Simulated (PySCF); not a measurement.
C5H13N.
Atom-mapped SMILES: `[CH3:1][CH:2]([CH3:3])[N:4]([CH3:5])[CH3:6]` (hydrogens: H7, H8, H9 on C1; H10 on C2; H11, H12, H13 on C3; H14, H15, H16 on C5; H17, H18, H19 on C6)

The same species was optimised twice, with GFN2-xTB and with PBE0-D3(BJ)/def2-SVP (PySCF), and the same property calculations (PySCF, gas phase) were run on both structures.

| coordinate | GFN2-xTB | PBE0-D3(BJ)/def2-SVP | change |
| --- | --- | --- | --- |
| N4–C5 (Å) | 1.445 | 1.437 | -0.008 |
| N4–C6 (Å) | 1.447 | 1.439 | -0.008 |
| C2–C3 (Å) | 1.530 | 1.524 | -0.006 |
| C1–C2 (Å) | 1.535 | 1.532 | -0.003 |
| C2–N4 (Å) | 1.459 | 1.459 | 0.000 |
| C5–N4–C6 (°) | 110.8 | 112.4 | +1.6 |
| C3–C2–N4 (°) | 110.1 | 111.3 | +1.2 |
| C1–C2–C3 (°) | 110.3 | 111.3 | +1.0 |
| C2–N4–C6 (°) | 115.4 | 116.0 | +0.6 |
| C1–C2–N4 (°) | 115.2 | 114.6 | -0.6 |
| C2–N4–C5 (°) | 113.8 | 114.2 | +0.4 |
| C1–C2–N4–C5 (°) | -75 | -73 | +2 |

Rotational constants: A = 4530, B = 2683, C = 2410 MHz (GFN2-xTB) against A = 4486, B = 2700, C = 2381 MHz (PBE0-D3(BJ)/def2-SVP). Point groups within 0.08 Å: C1 and C1.

On the GFN2-xTB structure: HOMO (eV) -5.86 [PBE0/pcSseg-1]; LUMO (eV) 1.39 [PBE0/pcSseg-1]; dipole (D) 0.59 [PBE0/pcSseg-1]; GIAO shielding of C1/C3 (mean) (ppm) 168.5 [PBE0/pcSseg-1]; GIAO shielding of C2 (ppm) 129.3 [PBE0/pcSseg-1]; GIAO shielding of N4 (ppm) 223.8 [PBE0/pcSseg-1]; GIAO shielding of C5/C6 (mean) (ppm) 145.4 [PBE0/pcSseg-1].

Problem. What do these properties become on the PBE0-D3(BJ)/def2-SVP structure?

Solution. 
| property | level | on GFN2-xTB | on PBE0-D3(BJ)/def2-SVP | change |
| --- | --- | --- | --- | --- |
| HOMO (eV) | PBE0/pcSseg-1 | -5.86 | -5.83 | +0.03 |
| LUMO (eV) | PBE0/pcSseg-1 | 1.39 | 1.35 | -0.04 |
| dipole (D) | PBE0/pcSseg-1 | 0.59 | 0.50 | -0.09 |
| energy, GFN2-xTB geometry as zero (kcal/mol) | PBE0/pcSseg-1 | 0.0 | -0.5 | -0.5 |
| GIAO shielding of C1/C3 (mean) (ppm) | PBE0/pcSseg-1 | 168.5 | 167.4 | -1.1 |
| GIAO shielding of C2 (ppm) | PBE0/pcSseg-1 | 129.3 | 129.4 | +0.1 |
| GIAO shielding of N4 (ppm) | PBE0/pcSseg-1 | 223.8 | 227.7 | +3.9 |
| GIAO shielding of C5/C6 (mean) (ppm) | PBE0/pcSseg-1 | 145.4 | 145.0 | -0.4 |

The heavy atoms differ by 0.024 Å rms after alignment. Among bonds between heavy atoms N4–C5 and N4–C6 change most and about equally (-0.008 Å). Changes are differences of the printed values. Neither structure is proved a minimum here.

Shape of the structure used: `[CH3:1][CH:2]([CH3:3])[N:4]([CH3:5])[CH3:6]`: C1–C2–N4–C5 -73°.
